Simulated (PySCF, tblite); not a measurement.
Task: Give a GFN2-xTB geometry of InChI=1S/C4H9O/c1-3-5-4-2/h1,3-4H2,2H3. (Doublet state.)

Result: 
Z-matrix in Å and degrees, rows numbered from 1:
```
C 
C   1  1.4734
O   2  1.4079  1  114.68
C   3  1.4123  2  113.60  1   -69.89
C   4  1.5195  3  108.49  2  -179.01
H   1  1.0716  2  119.74  3   166.85
H   1  1.0718  2  120.05  3   -22.73
H   2  1.1052  1  110.68  3   117.32
H   2  1.1072  1  110.21  3  -125.17
H   4  1.1029  3  109.58  2   -58.44
H   4  1.1004  3  110.12  2    59.96
H   5  1.0865  4  110.12  3  -178.30
H   5  1.0863  4  109.75  3   -57.95
H   5  1.0865  4  109.92  3    61.26
```

C1 (carbon bonded to C and 2 H) is planar (angles 120.1°, 119.7° and 119.5°, sum 359.3°, 0.06 Å off the plane of its three neighbours). The C–C distances run from 1.473 Å (C1–C2, drawn single) to 1.519 Å (C4–C5, drawn single), a spread of 0.046 Å. Of the pairs four or more bonds apart, C1···H11 is among the closest relative to their van der Waals radii: 2.68 Å, 92 % of the sum of Bondi's values.

Structure optimised with GFN2-xTB, isolated species. This method treats the open shell by occupation alone, without spin polarisation.

Point group: C1 (no symmetry element, even within 0.4 Å). Its GFN2-xTB frequencies are all real (lowest 68 cm⁻¹). Torsions: H–C1–C2–O3 167° and -23°, C1–C2–O3–C4 -70°, C2–O3–C4–C5 -179°.

One conformer stands for the species.

All values are computed, not measured.
